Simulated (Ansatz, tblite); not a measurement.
**The cluster TaS3−: rung by rung**

The task here is to estimate one member of a computed series from the others.

Computed with Ansatz 0.2.0, Gaussian basis. Level: as each input shows.

Plan: GFN1-xTB, GFN2-xTB, PBE-D4/def2-TZVPD, r2SCAN-D4/def2-TZVPD, B2PLYP/def2-TZVPD, HSE06-D4/def2-TZVPD, BHLYP-D4/def2-TZVPD, LC-ωPBE/def2-TZVPD, BLYP-D4/def2-TZVPD, PBE-D4/def2-SVPD, PBE0-D4/def2-SVPD, CCSD(T)/def2-TZVPPD, MP2/def2-TZVPD, RPA/def2-TZVPD.

## The relaxed structure

The geometry is that of the singlet, from an earlier relaxation (PBE-D4/def2-SVPD). At that level it is the lowest of the isomers that a small search found.

4 atoms, charge -1, spin multiplicity 1.

Bond lengths: Ta1–S2 2.238 Å, Ta1–S3 2.238 Å, Ta1–S4 2.238 Å. Angles: S2–Ta1–S3 110.6°, S2–Ta1–S4 110.6°, S3–Ta1–S4 110.6°.

Ta takes a core potential in the def2 sets. No spin-orbit coupling is included. The ion is computed in the gas phase, without counter-ions or solvent.

PBE0-D4/def2-TZVPD was run before; its log isn't repeated, and its numbers join the tables.

The first run:

Tight binding, by tblite at 300 K electronic temperature and without a spin-polarisation term:

```python
tblite.interface.Calculator('GFN1-xTB', numbers, positions, charge=-1, uhf=0).singlepoint()
```

Tight binding, by tblite at 300 K electronic temperature and without a spin-polarisation term:

```python
tblite.interface.Calculator('GFN2-xTB', numbers, positions, charge=-1, uhf=0).singlepoint()
```

start.molden holds the orbitals of an earlier run on this state, given as this run's starting guess.

Contents of in.yaml:

```yaml
crystal:
  periodic: [false, false, false]
  atoms:
    - {symbol: Ta, position_ang: [0.524065, 0.012334, 0.062108]}
    - {symbol: S, position_ang: [-0.201441, 2.111403, -0.216359]}
    - {symbol: S, position_ang: [-0.380845, -0.896366, 1.896595]}
    - {symbol: S, position_ang: [0.058230, -1.227381, -1.742344]}
basis:
  gaussian: {orbitals: def2-TZVPD, initial_orbitals: start.molden}
total_charge: -1
hamiltonian: {xc: pbe, dispersion: d4}
scf: {omitted_lower_state_checks: [starts]}
output: {forces: true, orbitals: {seedname: orbitals}}
```

Command:

```console
ansatz run in.yaml --threads 4 --pin off --events-out ev --progress --plain --max-ram 3916MiB
```

Steps of the session up to this table: PBE-D4/def2-TZVPD; r2SCAN-D4/def2-TZVPD; B2PLYP/def2-TZVPD; HSE06-D4/def2-TZVPD; BHLYP-D4/def2-TZVPD; LC-ωPBE/def2-TZVPD; BLYP-D4/def2-TZVPD; PBE-D4/def2-SVPD; PBE0-D4/def2-SVPD; CCSD(T)/def2-TZVPPD; MP2/def2-TZVPD; RPA/def2-TZVPD.

One table of the session follows, with a row left open; its other results are not shown here.

It belongs to the step «Levels side by side». 

```
               level  HOMO (eV)  LUMO (eV)  gap (eV)
    PBE-D4/def2-SVPD      -1.05      -0.22      0.83
   PBE-D4/def2-TZVPD      -1.00      -0.20      0.80
  BLYP-D4/def2-TZVPD      -0.83      -0.17      0.66
r2SCAN-D4/def2-TZVPD          ?          ?         ?
   PBE0-D4/def2-SVPD      -2.07       0.47      2.54
  PBE0-D4/def2-TZVPD      -2.02       0.50      2.52
 HSE06-D4/def2-TZVPD      -1.63       0.14      1.77
 BHLYP-D4/def2-TZVPD      -2.90       1.12      4.02
  LC-ωPBE/def2-TZVPD      -4.43       2.43      6.85
```

Q: Estimate the row for r2SCAN-D4/def2-TZVPD from the others.

The run gave: HOMO (eV): -1.21; LUMO (eV): -0.03; gap (eV): 1.17. In the column «HOMO (eV)» it lies between HSE06-D4/def2-TZVPD (-1.63) and PBE-D4/def2-SVPD (-1.05).
